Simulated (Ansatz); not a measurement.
CHFO (`O=CF`). Total charge 0; spin multiplicity 1.

Z-matrix (Å, degrees):
```
C
O 1 1.174
F 1 1.336 2 122.9
H 1 1.097 2 127.8 3 -180.0
```

Question: What are the harmonic wavenumbers in cm⁻¹ at PBE0-D4/def2-TZVP (Ansatz, finite differences of forces, unscaled)? (An estimate is asked.)

Answer: Computed: 677, 1044, 1110, 1371, 1921, 3095.

Question: Is this a minimum?

Answer: Yes, all 6 modes are real.

Question: Give the ideal-gas thermochemistry at 298.15 K and 1 bar (rigid rotor, harmonic oscillator; point group Cs, symmetry number 1).

Answer: Zero-point energy 55.1 kJ/mol; H(298) − E = 65.5 kJ/mol; entropy 246.5 J/(mol·K), of which translation 157.1, rotation 87.3, vibration 2.1; G(298) − E = -7.9 kJ/mol.

Question: Rotational constants (cm⁻¹)?

Answer: 3.076, 0.3958, 0.3507.
